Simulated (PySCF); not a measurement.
## PN: from constants to spectrum

RHF-CCSD(T) constants of PN, ¹Σ⁺ (singlet), closed shell (basis P def2-TZVPP, N def2-TZVPP; no relativity; PySCF 2.14; masses 30.9738 and 14.0031 u):

| Property | Result |
| --- | --- |
| ωe | 1324.5 cm⁻¹ |
| ωexe | 6.56 cm⁻¹ |
| Be | 0.7753 cm⁻¹ |
| αe | 0.00532 cm⁻¹ |
| D (centrifugal) | 1.06e-06 cm⁻¹ |
| De to P + N | 5.83 eV |

Problem. Give the vibrational terms G(v) and spacings up to v = 6.

Solution. G(v) = ωe(v+½) − ωexe(v+½)².

| v | G(v) (cm⁻¹) | G(v) − G(v−1) | Bv (cm⁻¹) |
| --- | --- | --- | --- |
| 0 | 660.6 |  | 0.7726 |
| 1 | 1972.0 | 1311.4 | 0.7673 |
| 2 | 3270.2 | 1298.3 | 0.7620 |
| 3 | 4555.4 | 1285.1 | 0.7567 |
| 4 | 5827.4 | 1272.0 | 0.7514 |
| 5 | 7086.3 | 1258.9 | 0.7460 |
| 6 | 8332.1 | 1245.8 | 0.7407 |

Problem. How well does the Morse estimate ωe²/(4ωexe) reproduce De, and what is D0?

Solution. It gives 8.29 eV, 142 % of the computed De. D0 = De − G(0) = 5.83 − 0.08 = 5.75 eV.

Measured values (Huber and Herzberg, Constants of Diatomic Molecules (1979)): ωe = 1337.24 cm⁻¹, ωexe = 6.983 cm⁻¹, Be = 0.7864854 cm⁻¹, αe = 0.0055364 cm⁻¹.

Correlated steps freeze 6 core orbitals. Where the molecule has an RHF reference, its open-shell atoms are computed with UHF.
